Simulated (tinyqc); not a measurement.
Inside a calculation (part 2 of 2). Method: UKS/BLYP in the sto-3g basis, for BH2, spin multiplicity 2. Computed by tinyqc, a small Python program that keeps every step (integrals from PySCF). Command: `OMP_NUM_THREADS=1 python tinyqc.py 28827 28828 out.jsonl` (the two numbers bound the seeds that draw the settings). One thread of a shared host (Intel(R) Xeon(R) Processor @ 2.60GHz), about 4 s of CPU time with the checks.

Geometry (angstrom):
```
atom        x         y        z
B     0.00000   0.00000  0.00000
H     0.00000   1.07500  0.66300
H     0.00000  -1.07500  0.66300
```

## Iteration 2: exchange-correlation on the grid

D(alpha) after iteration 1, order 1B 1s, 1B 2s, 1B 2px, 1B 2py, 1B 2pz, 2H 1s, 3H 1s:
```
[[1.05261, -0.18821, 0.00000, 0.00000, 0.10221, -0.05141, -0.05141],
 [-0.18821, 0.74854, 0.00000, 0.00000, -0.41759, 0.05507, 0.05507],
 [0.00000, 0.00000, 0.00000, 0.00000, 0.00000, 0.00000, 0.00000],
 [0.00000, 0.00000, 0.00000, 0.21047, 0.00000, 0.22476, -0.22476],
 [0.10221, -0.41759, 0.00000, 0.00000, 0.59313, 0.22379, 0.22379],
 [-0.05141, 0.05507, 0.00000, 0.22476, 0.22379, 0.42518, -0.05487],
 [-0.05141, 0.05507, 0.00000, -0.22476, 0.22379, -0.05487, 0.42518]]
```

D(beta) after iteration 1, order 1B 1s, 1B 2s, 1B 2px, 1B 2py, 1B 2pz, 2H 1s, 3H 1s:
```
[[1.02275, -0.07473, 0.00000, 0.00000, -0.02419, -0.09260, -0.09260],
 [-0.07473, 0.32205, 0.00000, 0.00000, 0.07635, 0.20526, 0.20526],
 [0.00000, 0.00000, 0.00000, 0.00000, 0.00000, 0.00000, 0.00000],
 [0.00000, 0.00000, 0.00000, 0.21343, 0.00000, 0.22533, -0.22533],
 [-0.02419, 0.07635, 0.00000, 0.00000, 0.01814, 0.04895, 0.04895],
 [-0.09260, 0.20526, 0.00000, 0.22533, 0.04895, 0.37074, -0.10507],
 [-0.09260, 0.20526, 0.00000, -0.22533, 0.04895, -0.10507, 0.37074]]
```

Becke grid with 40 radial and 26 angular points per atom, points of zero weight dropped. rho = sum D_ij phi_i phi_j; V_xc,ij = sum w v_xc phi_i phi_j plus the gradient terms; v_xc is d(rho eps)/d rho(s) for spin s at fixed gradient.

The 12 grid points with the largest w rho, of 3106 (bohr, atomic units):
```
x               y         z        w  rho(alpha)  rho(beta)    eps_xc  v_xc(alpha)
0.00000   0.00000  -1.63134  0.38052     0.06316    0.00247  -0.39263     -0.47210
0.00000   1.63134   0.00000  0.24854     0.04939    0.04743  -0.38515     -0.48352
0.00000  -1.63134   0.00000  0.24854     0.04939    0.04743  -0.38515     -0.48352
0.00000   0.00000  -1.40457  0.25367     0.09046    0.00378  -0.43139     -0.54092
0.00000   1.40457   0.00000  0.21199     0.05840    0.05420  -0.39941     -0.51379
0.00000  -1.40457   0.00000  0.21199     0.05840    0.05420  -0.39941     -0.51379
0.00000   0.00000  -1.88308  0.56202     0.03974    0.00149  -0.34987     -0.39592
0.00000   0.00000  -1.20103  0.16614     0.11879    0.00532  -0.46485     -0.59941
0.00000   0.00000   1.63134  0.36548     0.03377    0.02100  -0.33043     -0.41417
0.00000   1.20103   0.00000  0.15585     0.06658    0.05986  -0.41174     -0.53802
0.00000  -1.20103   0.00000  0.15585     0.06658    0.05986  -0.41174     -0.53802
0.00000   0.00000   1.88308  0.51542     0.02340    0.01445  -0.30186     -0.36320
```

electrons on the grid, sum of w rho = 7.00573

E_xc = sum of w rho eps_xc = -4.7971931 hartree

V_xc(alpha) (hartree), order 1B 1s, 1B 2s, 1B 2px, 1B 2py, 1B 2pz, 2H 1s, 3H 1s:
```
[[-1.90897, -0.29046, 0.00000, 0.00000, 0.00375, -0.06092, -0.06092],
 [-0.29046, -0.45945, 0.00000, 0.00000, 0.00927, -0.19603, -0.19603],
 [0.00000, 0.00000, -0.39901, 0.00000, 0.00000, 0.00000, 0.00000],
 [0.00000, 0.00000, 0.00000, -0.48386, 0.00000, -0.18136, 0.18136],
 [0.00375, 0.00927, 0.00000, 0.00000, -0.48480, -0.10965, -0.10965],
 [-0.06092, -0.19603, 0.00000, -0.18136, -0.10965, -0.47936, -0.03912],
 [-0.06092, -0.19603, 0.00000, 0.18136, -0.10965, -0.03912, -0.47936]]
```

V_xc(beta) (hartree), order 1B 1s, 1B 2s, 1B 2px, 1B 2py, 1B 2pz, 2H 1s, 3H 1s:
```
[[-1.89566, -0.28367, 0.00000, 0.00000, -0.00163, -0.05992, -0.05992],
 [-0.28367, -0.40954, 0.00000, 0.00000, -0.04309, -0.18773, -0.18773],
 [0.00000, 0.00000, -0.36617, 0.00000, 0.00000, 0.00000, 0.00000],
 [0.00000, 0.00000, 0.00000, -0.45946, 0.00000, -0.17788, 0.17788],
 [-0.00163, -0.04309, 0.00000, 0.00000, -0.39414, -0.11179, -0.11179],
 [-0.05992, -0.18773, 0.00000, -0.17788, -0.11179, -0.46869, -0.03754],
 [-0.05992, -0.18773, 0.00000, 0.17788, -0.11179, -0.03754, -0.46869]]
```

## Iteration 2: building the Kohn-Sham matrix

core Hamiltonian H = T + V (hartree), order 1B 1s, 1B 2s, 1B 2px, 1B 2py, 1B 2pz, 2H 1s, 3H 1s:
```
[[-13.15905, -3.41302, 0.00000, 0.00000, -0.01732, -0.72245, -0.72245],
 [-3.41302, -4.22804, 0.00000, 0.00000, -0.15601, -1.68523, -1.68523],
 [0.00000, 0.00000, -3.36044, 0.00000, 0.00000, 0.00000, 0.00000],
 [0.00000, 0.00000, 0.00000, -3.51806, 0.00000, -1.31778, 1.31778],
 [-0.01732, -0.15601, 0.00000, 0.00000, -3.42039, -0.84283, -0.84283],
 [-0.72245, -1.68523, 0.00000, -1.31778, -0.84283, -2.78488, -0.36807],
 [-0.72245, -1.68523, 0.00000, 1.31778, -0.84283, -0.36807, -2.78488]]
```

nuclear repulsion = 4.4359394 hartree

Given earlier and not repeated: Two-electron integrals (ij|kl) in chemists' order.

J_ij = sum D_kl (ij|kl) with D = D(alpha) + D(beta); F = H + J + V_xc; E = tr D H + tr D J / 2 + E_xc + E_nn.

Coulomb J (hartree), order 1B 1s, 1B 2s, 1B 2px, 1B 2py, 1B 2pz, 2H 1s, 3H 1s:
```
[[8.70888, 1.78897, 0.00000, 0.00000, 0.01256, 0.37414, 0.37414],
 [1.78897, 3.82699, 0.00000, 0.00000, 0.12378, 1.52362, 1.52362],
 [0.00000, 0.00000, 3.73548, 0.00000, 0.00000, 0.00000, 0.00000],
 [0.00000, 0.00000, 0.00000, 3.90495, 0.00000, 1.31316, -1.31316],
 [0.01256, 0.12378, 0.00000, 0.00000, 3.82762, 0.83410, 0.83410],
 [0.37414, 1.52362, 0.00000, 1.31316, 0.83410, 3.05010, 0.31343],
 [0.37414, 1.52362, 0.00000, -1.31316, 0.83410, 0.31343, 3.05010]]
```

F(alpha) (hartree), order 1B 1s, 1B 2s, 1B 2px, 1B 2py, 1B 2pz, 2H 1s, 3H 1s:
```
[[-6.35914, -1.91451, 0.00000, 0.00000, -0.00100, -0.40924, -0.40924],
 [-1.91451, -0.86050, 0.00000, 0.00000, -0.02297, -0.35764, -0.35764],
 [0.00000, 0.00000, -0.02396, 0.00000, 0.00000, 0.00000, 0.00000],
 [0.00000, 0.00000, 0.00000, -0.09696, 0.00000, -0.18598, 0.18598],
 [-0.00100, -0.02297, 0.00000, 0.00000, -0.07757, -0.11838, -0.11838],
 [-0.40924, -0.35764, 0.00000, -0.18598, -0.11838, -0.21415, -0.09376],
 [-0.40924, -0.35764, 0.00000, 0.18598, -0.11838, -0.09376, -0.21415]]
```

F(beta) (hartree), order 1B 1s, 1B 2s, 1B 2px, 1B 2py, 1B 2pz, 2H 1s, 3H 1s:
```
[[-6.34583, -1.90772, 0.00000, 0.00000, -0.00638, -0.40823, -0.40823],
 [-1.90772, -0.81059, 0.00000, 0.00000, -0.07532, -0.34935, -0.34935],
 [0.00000, 0.00000, 0.00887, 0.00000, 0.00000, 0.00000, 0.00000],
 [0.00000, 0.00000, 0.00000, -0.07256, 0.00000, -0.18250, 0.18250],
 [-0.00638, -0.07532, 0.00000, 0.00000, 0.01309, -0.12052, -0.12052],
 [-0.40823, -0.34935, 0.00000, -0.18250, -0.12052, -0.20347, -0.09218],
 [-0.40823, -0.34935, 0.00000, 0.18250, -0.12052, -0.09218, -0.20347]]
```

total energy of this density = -25.5554312 hartree

## Iteration 2: diagonalisation and new density

X, order 1B 1s, 1B 2s, 1B 2px, 1B 2py, 1B 2pz, 2H 1s, 3H 1s:
```
[[1.03180, -0.16508, 0.00000, 0.00000, -0.01282, 0.02744, 0.02744],
 [-0.16508, 1.25046, 0.00000, 0.00000, 0.11935, -0.30902, -0.30902],
 [0.00000, 0.00000, 1.00000, 0.00000, 0.00000, 0.00000, 0.00000],
 [0.00000, 0.00000, 0.00000, 1.16997, 0.00000, -0.27420, 0.27420],
 [-0.01282, 0.11935, 0.00000, 0.00000, 1.06426, -0.16707, -0.16707],
 [0.02744, -0.30902, 0.00000, -0.27420, -0.16707, 1.22386, -0.01068],
 [0.02744, -0.30902, 0.00000, 0.27420, -0.16707, -0.01068, 1.22386]]
```

Diagonalise F' = X^T F X, C = X C', fill 4 alpha and 3 beta electrons from the bottom; D(s) = C_occ C_occ^T. Each column has its largest component positive (the first on a tie).

F' = X^T F X (alpha) (hartree):
```
[[-6.18147, -1.05357, 0.00000, 0.00000, -0.02003, -0.04809, -0.04809],
 [-1.05357, -0.30838, 0.00000, 0.00000, 0.08675, -0.23078, -0.23078],
 [0.00000, 0.00000, -0.02396, 0.00000, 0.00000, 0.00000, 0.00000],
 [0.00000, 0.00000, 0.00000, 0.08782, 0.00000, -0.22473, 0.22473],
 [-0.02003, 0.08675, 0.00000, 0.00000, -0.00908, -0.13375, -0.13375],
 [-0.04809, -0.23078, 0.00000, -0.22473, -0.13375, 0.03017, -0.02359],
 [-0.04809, -0.23078, 0.00000, 0.22473, -0.13375, -0.02359, 0.03017]]
```

orbital energies (alpha) (hartree): [-6.36713, -0.38297, -0.24748, -0.11109, -0.02396, 0.36886, 0.38906]

coefficients C (alpha), order 1B 1s, 1B 2s, 1B 2px, 1B 2py, 1B 2pz, 2H 1s, 3H 1s:
```
[[0.98846, -0.23992, 0.00000, 0.13744, 0.00000, -0.20002, 0.00000],
 [0.04455, 0.65847, 0.00000, -0.54852, 0.00000, 1.02941, 0.00000],
 [0.00000, 0.00000, 0.00000, 0.00000, 1.00000, 0.00000, 0.00000],
 [0.00000, 0.00000, 0.52342, 0.00000, 0.00000, 0.00000, 1.11590],
 [0.00478, 0.10039, 0.00000, 0.80673, 0.00000, 0.73618, 0.00000],
 [-0.00982, 0.31080, 0.44494, 0.21612, 0.00000, -0.84656, -0.79954],
 [-0.00982, 0.31080, -0.44494, 0.21612, 0.00000, -0.84656, 0.79954]]
```

F' = X^T F X (beta) (hartree):
```
[[-6.16833, -1.05561, 0.00000, 0.00000, -0.01829, -0.04798, -0.04798],
 [-1.05561, -0.25687, 0.00000, 0.00000, 0.03477, -0.22982, -0.22982],
 [0.00000, 0.00000, 0.00887, 0.00000, 0.00000, 0.00000, 0.00000],
 [0.00000, 0.00000, 0.00000, 0.11812, 0.00000, -0.23008, 0.23008],
 [-0.01829, 0.03477, 0.00000, 0.00000, 0.08269, -0.13690, -0.13690],
 [-0.04798, -0.22982, 0.00000, -0.23008, -0.13690, 0.04214, -0.02443],
 [-0.04798, -0.22982, 0.00000, 0.23008, -0.13690, -0.02443, 0.04214]]
```

orbital energies (beta) (hartree): [-6.35357, -0.36295, -0.23406, 0.00572, 0.00887, 0.38600, 0.41875]

coefficients C (beta), order 1B 1s, 1B 2s, 1B 2px, 1B 2py, 1B 2pz, 2H 1s, 3H 1s:
```
[[0.98870, -0.22625, 0.00000, 0.16472, 0.00000, -0.19412, 0.00000],
 [0.04378, 0.60645, 0.00000, -0.64372, 0.00000, 1.00601, 0.00000],
 [0.00000, 0.00000, 0.00000, 0.00000, 1.00000, 0.00000, 0.00000],
 [0.00000, 0.00000, 0.50914, 0.00000, 0.00000, 0.00000, 1.12249],
 [0.00590, 0.17422, 0.00000, 0.76667, 0.00000, 0.76466, 0.00000],
 [-0.00982, 0.32857, 0.45511, 0.21776, 0.00000, -0.83940, -0.79380],
 [-0.00982, 0.32857, -0.45511, 0.21776, 0.00000, -0.83940, 0.79380]]
```

D(alpha) after iteration 2, order 1B 1s, 1B 2s, 1B 2px, 1B 2py, 1B 2pz, 2H 1s, 3H 1s:
```
[[1.05352, -0.18934, 0.00000, 0.00000, 0.09151, -0.05457, -0.05457],
 [-0.18934, 0.73645, 0.00000, 0.00000, -0.37619, 0.08567, 0.08567],
 [0.00000, 0.00000, 0.00000, 0.00000, 0.00000, 0.00000, 0.00000],
 [0.00000, 0.00000, 0.00000, 0.27397, 0.00000, 0.23289, -0.23289],
 [0.09151, -0.37619, 0.00000, 0.00000, 0.66092, 0.20550, 0.20550],
 [-0.05457, 0.08567, 0.00000, 0.23289, 0.20550, 0.34138, -0.05457],
 [-0.05457, 0.08567, 0.00000, -0.23289, 0.20550, -0.05457, 0.34138]]
```

D(beta) after iteration 2, order 1B 1s, 1B 2s, 1B 2px, 1B 2py, 1B 2pz, 2H 1s, 3H 1s:
```
[[1.02871, -0.09392, 0.00000, 0.00000, -0.03358, -0.08405, -0.08405],
 [-0.09392, 0.36970, 0.00000, 0.00000, 0.10592, 0.19883, 0.19883],
 [0.00000, 0.00000, 0.00000, 0.00000, 0.00000, 0.00000, 0.00000],
 [0.00000, 0.00000, 0.00000, 0.25922, 0.00000, 0.23171, -0.23171],
 [-0.03358, 0.10592, 0.00000, 0.00000, 0.03039, 0.05719, 0.05719],
 [-0.08405, 0.19883, 0.00000, 0.23171, 0.05719, 0.31518, -0.09907],
 [-0.08405, 0.19883, 0.00000, -0.23171, 0.05719, -0.09907, 0.31518]]
```

## Iteration 27 (converged): orbitals

converged F(alpha) (hartree), order 1B 1s, 1B 2s, 1B 2px, 1B 2py, 1B 2pz, 2H 1s, 3H 1s:
```
[[-6.31111, -1.90372, 0.00000, 0.00000, -0.00016, -0.40698, -0.40698],
 [-1.90372, -0.84267, 0.00000, 0.00000, -0.02327, -0.35354, -0.35354],
 [0.00000, 0.00000, -0.00428, 0.00000, 0.00000, 0.00000, 0.00000],
 [0.00000, 0.00000, 0.00000, -0.08143, 0.00000, -0.18410, 0.18410],
 [-0.00016, -0.02327, 0.00000, 0.00000, -0.05922, -0.11685, -0.11685],
 [-0.40698, -0.35354, 0.00000, -0.18410, -0.11685, -0.21630, -0.09291],
 [-0.40698, -0.35354, 0.00000, 0.18410, -0.11685, -0.09291, -0.21630]]
```

converged F(beta) (hartree), order 1B 1s, 1B 2s, 1B 2px, 1B 2py, 1B 2pz, 2H 1s, 3H 1s:
```
[[-6.29796, -1.89637, 0.00000, 0.00000, -0.00566, -0.40586, -0.40586],
 [-1.89637, -0.79042, 0.00000, 0.00000, -0.07705, -0.34532, -0.34532],
 [0.00000, 0.00000, 0.02959, 0.00000, 0.00000, 0.00000, 0.00000],
 [0.00000, 0.00000, 0.00000, -0.05465, 0.00000, -0.18103, 0.18103],
 [-0.00566, -0.07705, 0.00000, 0.00000, 0.03507, -0.11956, -0.11956],
 [-0.40586, -0.34532, 0.00000, -0.18103, -0.11956, -0.20985, -0.09137],
 [-0.40586, -0.34532, 0.00000, 0.18103, -0.11956, -0.09137, -0.20985]]
```

As before.

F' = X^T F X (alpha) (hartree):
```
[[-6.13337, -1.05185, 0.00000, 0.00000, -0.01936, -0.04757, -0.04757],
 [-1.05185, -0.28985, 0.00000, 0.00000, 0.08782, -0.22985, -0.22985],
 [0.00000, 0.00000, -0.00428, 0.00000, 0.00000, 0.00000, 0.00000],
 [0.00000, 0.00000, 0.00000, 0.10622, 0.00000, -0.22570, 0.22570],
 [-0.01936, 0.08782, 0.00000, 0.00000, 0.01036, -0.13419, -0.13419],
 [-0.04757, -0.22985, 0.00000, -0.22570, -0.13419, 0.02530, -0.02367],
 [-0.04757, -0.22985, 0.00000, 0.22570, -0.13419, -0.02367, 0.02530]]
```

orbital energies (alpha) (hartree): [-6.31931, -0.37338, -0.24287, -0.09479, -0.00428, 0.37625, 0.39807]

coefficients C (alpha), order 1B 1s, 1B 2s, 1B 2px, 1B 2py, 1B 2pz, 2H 1s, 3H 1s:
```
[[0.98828, -0.23523, 0.00000, 0.14376, 0.00000, -0.20205, 0.00000],
 [0.04521, 0.63476, 0.00000, -0.57065, 0.00000, 1.03224, 0.00000],
 [0.00000, 0.00000, 0.00000, 0.00000, 1.00000, 0.00000, 0.00000],
 [0.00000, 0.00000, 0.50330, 0.00000, 0.00000, 0.00000, 1.12512],
 [0.00469, 0.10132, 0.00000, 0.79624, 0.00000, 0.74739, 0.00000],
 [-0.00993, 0.32662, 0.45923, 0.22157, 0.00000, -0.83916, -0.79142],
 [-0.00993, 0.32662, -0.45923, 0.22157, 0.00000, -0.83916, 0.79142]]
```

F' = X^T F X (beta) (hartree):
```
[[-6.12052, -1.05360, 0.00000, 0.00000, -0.01755, -0.04750, -0.04750],
 [-1.05360, -0.23588, 0.00000, 0.00000, 0.03474, -0.22817, -0.22817],
 [0.00000, 0.00000, 0.02959, 0.00000, 0.00000, 0.00000, 0.00000],
 [0.00000, 0.00000, 0.00000, 0.13968, 0.00000, -0.23106, 0.23106],
 [-0.01755, 0.03474, 0.00000, 0.00000, 0.10609, -0.13751, -0.13751],
 [-0.04750, -0.22817, 0.00000, -0.23106, -0.13751, 0.03188, -0.02445],
 [-0.04750, -0.22817, 0.00000, 0.23106, -0.13751, -0.02445, 0.03188]]
```

orbital energies (beta) (hartree): [-6.30585, -0.35480, -0.23141, 0.02590, 0.02959, 0.39185, 0.42743]

coefficients C (beta), order 1B 1s, 1B 2s, 1B 2px, 1B 2py, 1B 2pz, 2H 1s, 3H 1s:
```
[[0.98856, -0.22018, 0.00000, 0.17226, 0.00000, -0.19526, 0.00000],
 [0.04428, 0.57688, 0.00000, -0.67270, 0.00000, 1.00442, 0.00000],
 [0.00000, 0.00000, 0.00000, 0.00000, 1.00000, 0.00000, 0.00000],
 [0.00000, 0.00000, 0.48217, 0.00000, 0.00000, 0.00000, 1.13434],
 [0.00583, 0.17049, 0.00000, 0.74862, 0.00000, 0.78316, 0.00000],
 [-0.00991, 0.34824, 0.47395, 0.22932, 0.00000, -0.82832, -0.78269],
 [-0.00991, 0.34824, -0.47395, 0.22932, 0.00000, -0.82832, 0.78269]]
```

D(alpha) after iteration 27, order 1B 1s, 1B 2s, 1B 2px, 1B 2py, 1B 2pz, 2H 1s, 3H 1s:
```
[[1.05270, -0.18668, 0.00000, 0.00000, 0.09528, -0.05479, -0.05479],
 [-0.18668, 0.73061, 0.00000, 0.00000, -0.38985, 0.08043, 0.08043],
 [0.00000, 0.00000, 0.00000, 0.00000, 0.00000, 0.00000, 0.00000],
 [0.00000, 0.00000, 0.00000, 0.25331, 0.00000, 0.23113, -0.23113],
 [0.09528, -0.38985, 0.00000, 0.00000, 0.64428, 0.20947, 0.20947],
 [-0.05479, 0.08043, 0.00000, 0.23113, 0.20947, 0.36676, -0.05502],
 [-0.05479, 0.08043, 0.00000, -0.23113, 0.20947, -0.05502, 0.36676]]
```

D(beta) after iteration 27, order 1B 1s, 1B 2s, 1B 2px, 1B 2py, 1B 2pz, 2H 1s, 3H 1s:
```
[[1.02572, -0.08324, 0.00000, 0.00000, -0.03177, -0.08648, -0.08648],
 [-0.08324, 0.33475, 0.00000, 0.00000, 0.09861, 0.20045, 0.20045],
 [0.00000, 0.00000, 0.00000, 0.00000, 0.00000, 0.00000, 0.00000],
 [0.00000, 0.00000, 0.00000, 0.23249, 0.00000, 0.22852, -0.22852],
 [-0.03177, 0.09861, 0.00000, 0.00000, 0.02910, 0.05932, 0.05932],
 [-0.08648, 0.20045, 0.00000, 0.22852, 0.05932, 0.34600, -0.10325],
 [-0.08648, 0.20045, 0.00000, -0.22852, 0.05932, -0.10325, 0.34600]]
```

## Convergence

Stop when the energy changes by less than 1e-08 hartree and every element of the error matrix X^T (F D S - S D F) X (for each spin) is below 3e-05.

Course of the cycle:
```
iteration  E (hartree)     change  largest element of the error matrix
1          -25.5663456          -                             3.01e-01
2          -25.5554312   1.09e-02                             2.57e-02
3          -25.5580142  -2.58e-03                             1.83e-02
4          -25.5589018  -8.88e-04                             1.40e-02
5          -25.5593898  -4.88e-04                             1.06e-02
6          -25.5596802  -2.90e-04                             8.10e-03
7          -25.5598461  -1.66e-04                             6.20e-03
8          -25.5599442  -9.81e-05                             4.71e-03
9          -25.5600007  -5.65e-05                             3.61e-03
10         -25.5600339  -3.32e-05                             2.75e-03
11         -25.5600532  -1.92e-05                             2.10e-03
12         -25.5600644  -1.13e-05                             1.60e-03
13         -25.5600710  -6.54e-06                             1.23e-03
14         -25.5600748  -3.82e-06                             9.35e-04
15         -25.5600770  -2.22e-06                             7.14e-04
16         -25.5600783  -1.30e-06                             5.45e-04
17         -25.5600791  -7.56e-07                             4.16e-04
18         -25.5600795  -4.41e-07                             3.18e-04
19         -25.5600798  -2.57e-07                             2.43e-04
20         -25.5600799  -1.50e-07                             1.85e-04
21         -25.5600800  -8.73e-08                             1.41e-04
22         -25.5600801  -5.09e-08                             1.08e-04
23         -25.5600801  -2.97e-08                             8.25e-05
24         -25.5600801  -1.73e-08                             6.29e-05
25         -25.5600801  -1.01e-08                             4.81e-05
26         -25.5600801  -5.88e-09                             3.67e-05
27         -25.5600801  -3.43e-09                             2.80e-05
```

PySCF UKS in the same basis, fine grid, after a stability check = -25.5590884 hartree

Converged in 27 iterations. The coarse grid moves the energy by -9.92e-04 hartree.

## Populations, bond orders and dipole

overlap S, order 1B 1s, 1B 2s, 1B 2px, 1B 2py, 1B 2pz, 2H 1s, 3H 1s:
```
[[1.00000, 0.26933, 0.00000, 0.00000, 0.00000, 0.05632, 0.05632],
 [0.26933, 1.00000, 0.00000, 0.00000, 0.00000, 0.43885, 0.43885],
 [0.00000, 0.00000, 1.00000, 0.00000, 0.00000, 0.00000, 0.00000],
 [0.00000, 0.00000, 0.00000, 1.00000, 0.00000, 0.39374, -0.39374],
 [0.00000, 0.00000, 0.00000, 0.00000, 1.00000, 0.24284, 0.24284],
 [0.05632, 0.43885, 0.00000, 0.39374, 0.24284, 1.00000, 0.09273],
 [0.05632, 0.43885, 0.00000, -0.39374, 0.24284, 0.09273, 1.00000]]
```

Mulliken: Z minus the diagonal of D S on the atom; Loewdin: the same with S^(1/2) D S^(1/2); Mayer order: 2 sum_s sum (D(s) S)_ij (D(s) S)_ji over the two atoms.

Charges (e):
```
atom  Mulliken   Loewdin  Mulliken spin
1B     0.11930   0.11572        0.97633
2H    -0.05965  -0.05786        0.01184
3H    -0.05965  -0.05786        0.01184
```

Mayer bond orders:
```
pair    order
2-1   0.98653
3-1   0.98653
3-2   0.00978
```

dipole moment about the origin, x y z (debye): [0.00000, 0.00000, -0.18533]

<S^2> of the determinant (pure state: 0.75) = 0.75036
